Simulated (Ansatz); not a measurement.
A nudged elastic band was laid between two geometries of BClH2 + H (5 atoms, charge 0, multiplicity 2).

The calculation used Ansatz 0.2.0, UKS PBE-D4/def2-SVP.

```
movable images  : 5
climbing image  : yes
spring          : 5.0 eV/Å²
optimiser       : quadratic models (default)
start path      : through a guess of the saddle point
force threshold : 0.03 eV/Å
iteration limit : 60
end points      : relaxed
```

Image 0:

```xyz
5
Properties=species:S:1:pos:R:3
B 0.000 0.000 -0.202
Cl 0.000 0.000 1.544
H 1.069 0.000 -0.772
H -1.069 0.000 -0.772
H 0.000 0.000 4.901
```

Image 6:

```xyz
5
Properties=species:S:1:pos:R:3
B 0.000 0.000 -0.439
Cl 0.000 0.000 2.874
H 1.097 0.000 -0.956
H -1.097 0.000 -0.956
H 0.000 0.000 4.177
```

(1) Which bonds break or form, and what moves?

(2) Give the energies along the band, and the barrier.

(3) What is the geometry of the highest image?

Results:

(1) Bonds broken: B1–Cl2. Bonds formed: Cl2–H5. BClH2 + H becomes BH2 + ClH.

(2) The run converged. The highest image is number 4 of 0 to 6, 126.7 kJ/mol above the first end and 12.3 kJ/mol above the last; the last end lies 114.4 kJ/mol above the first. A vibrational analysis at the climbing image gives 2 clearly imaginary modes (810i, 312i cm⁻¹): a point of higher order. A lower path may pass nearby, or the ends, which weren't checked, may share the extra mode.

```tsv
image	path coordinate (Å)	energy (kJ/mol)	B1–Cl2 (Å)	Cl2–H5 (Å)
0	0.00	0.0	1.75	3.36
1	0.41	0.9	1.75	2.90
2	0.82	6.9	1.75	2.44
3	1.23	43.1	1.85	1.91
4	1.64	126.7	2.32	1.41
5	2.16	117.1	2.85	1.31
6	2.67	114.4	3.31	1.30
```

(3) 
```xyz
5
Properties=species:S:1:pos:R:3
B 0.000 0.000 -0.068
Cl 0.000 0.000 2.257
H 1.098 0.000 -0.579
H -1.098 0.000 -0.579
H 0.000 0.000 3.669
```

Time of the run: 72 s on 1 thread of Arm Neoverse V1, with other jobs on the host, peak memory 0.11 GiB.
